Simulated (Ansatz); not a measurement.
System: C₂H₅O₂, charge 1, singlet. C2H5O2+ (SMILES C[OH+]C=O).
B3LYP-D3(BJ)/def2-TZVP minimum from Ansatz (an electronic-structure program):
```
O
H 1 0.9752
C 1 1.5018 2 115.83
H 3 1.0840 1 105.15 2 -175.53
H 3 1.0847 4 111.91 1 -113.94
H 3 1.0852 4 112.36 5 -129.12
C 1 1.5365 2 117.04 3 154.42
O 7 1.1521 1 117.88 2 -163.27
H 7 1.0913 8 135.36 1 177.73
```
Charge +1, spin multiplicity 1.

Total energies in cc-pVDZ, 24 correlated electrons, 4 frozen orbitals. Radicals and triplets start from unrestricted determinants; spin-orbit coupling is neglected. Cores are frozen in correlated methods. No relativity.

```tsv
method	program	energy (Eh)	minus CCSDT(Q) (mEh)
HF	Ansatz	-228.08620	691.87
MP2	Ansatz	-228.72562	52.45
CCSD	Ansatz	-228.75495	23.12
CCSD(T)	Ansatz	-228.77535	2.72
CCSDT(Q)	Ansatz	-228.77807	0.00
```

Rough core times of Ansatz's runs on a shared machine: CCSD(T) under 20 s, CCSDT(Q) 10 min.
